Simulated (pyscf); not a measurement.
A first-order saddle from PySCF, ωB97X-D3(BJ)/def2-SVP:

```
C
H 1 1.1031
H 1 1.1067 2 102.60
C 1 1.5273 2 114.15 3 -120.43
H 4 1.1004 1 111.51 2 65.84
H 4 1.1010 5 107.94 1 122.61
H 4 1.1012 5 108.32 6 116.52
H 1 1.3232 2 131.75 3 85.43
Cl 8 1.6557 1 169.12 2 128.25
Si 8 1.8266 1 81.48 2 53.33
H 10 1.4906 8 95.87 1 -101.91
H 10 1.5191 11 106.76 8 -135.09
```
Charge 0, spin multiplicity 2.

Surface: doublet, charge 0. Lowest wavenumbers (cm⁻¹): 1053i, 95, 173, 219, 277.

**Question.** Name the species on either side of this saddle.

**Answer.** H₃C–CH₃ (SMILES CC) + •H₂Si–Cl (SMILES [SiH2]Cl) <-> H₃C–CH₂–SiH₂• (SMILES CC[SiH2]) + HCl (SMILES Cl), a concerted two-bond exchange read from left to right: C–H, Cl–Si broken and C–Si, Cl–H formed. At ωB97M-D3(BJ)/def2-TZVP it lies +233.3 kJ/mol from the left side and +126.2 kJ/mol from the right (each side as separated species at their lowest minima found). This saddle turned up in a search for another step; its sides and bond changes are read from the two ends of the descent. The same reactants have a lower exit, to H₃C–SiH₂–Cl + CH₃• (barrier +180.2 kJ/mol at ωB97M-D3(BJ)/def2-TZVP, against +233.3 kJ/mol here). H₃C–CH₂–SiH₂• lies 48.9 kJ/mol over its isomer H₃C–SiH•–CH₃ (electronic energy, ωB97M-D3(BJ)/def2-TZVP). This is the saddle that the search found; another between the same sides may lie lower.
